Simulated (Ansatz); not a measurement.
The input, for Ansatz 0.2.0:

```yaml
crystal:
  periodic: [false, false, false]
  atoms:
    - {symbol: B, position_ang: [-2.052642, 0.034738, 0.000000]}
    - {symbol: H, position_ang: [-2.649375, 1.068310, 0.000000]}
    - {symbol: H, position_ang: [-2.649375, -0.998833, 0.000000]}
    - {symbol: H, position_ang: [-0.541642, 0.034738, 0.000000]}
    - {symbol: Si, position_ang: [0.951358, 0.034738, 0.000000]}
    - {symbol: H, position_ang: [1.347793, -1.444775, 0.000000]}
basis:
  gaussian: {orbitals: cc-pVDZ}
magnetization: {spin_polarized: true, initial_magnetization: 1}
correlation: {method: ccsdt_q, electrons: outside_noble_gas}
```

```sh
$ ansatz run in.yaml --threads 1 --pin off --events-out ev --progress --plain --max-ram 2393MiB
```

Log:

```
975 factors; integrals over basis functions are off by at most 2.0e-7 eV
mean field evaluation 1: about -8591.1754 eV, gradient 8.8e0 eV
mean field evaluation 2: about -8591.1958 eV, gradient 8.9e0 eV
mean field evaluation 4: about -8592.2971 eV, gradient 1.2e0 eV
mean field evaluation 8: about -8592.4105 eV, gradient 1.9e-1 eV
mean field evaluation 16: about -8591.1758 eV, gradient 8.8e0 eV
mean field evaluation 32: about -8590.0527 eV, gradient 1.1e-1 eV
mean field evaluation 64: about -8591.1969 eV, gradient 6.7e-1 eV
mean field evaluation 96: about -8591.1527 eV, gradient 6.1e0 eV
mean field evaluation 128: about -8592.1666 eV, gradient 3.9e0 eV
mean field evaluation 160: about -8586.9754 eV, gradient 1.3e1 eV
...
cycle  17  -6.31099522 eV  change    4.0e-5 eV  update   2.9e-5
cycle  18  -6.31099837 eV  change   -3.2e-6 eV  update   1.5e-5
cycle  19  -6.31100314 eV  change   -4.8e-6 eV  update   1.1e-5
cycle  20  -6.31101094 eV  change   -7.8e-6 eV  update   8.3e-6
cycle  21  -6.31100883 eV  change    2.1e-6 eV  update   5.7e-6
cycle  22  -6.31100245 eV  change    6.4e-6 eV  update   3.5e-6
cycle  23  -6.31099987 eV  change    2.6e-6 eV  update   2.2e-6
cycle  24  -6.31100032 eV  change   -4.5e-7 eV  update   1.1e-6
cycle  25  -6.31100177 eV  change   -1.5e-6 eV  update   6.3e-7
cycle  26  -6.31100256 eV  change   -7.8e-7 eV  update   3.9e-7
perturbative correction -0.01756147 eV, -0.0006453721 hartree
Total energy: -8598.74071856 eV, -315.9978929711 hartree
```

For the same geometry and basis RCCSDT(Q) lies 5.7 meV higher.

Ran on 1 thread of Intel Xeon 6975P-C, shared host: 34 s wall, 0.5 GiB peak host memory.
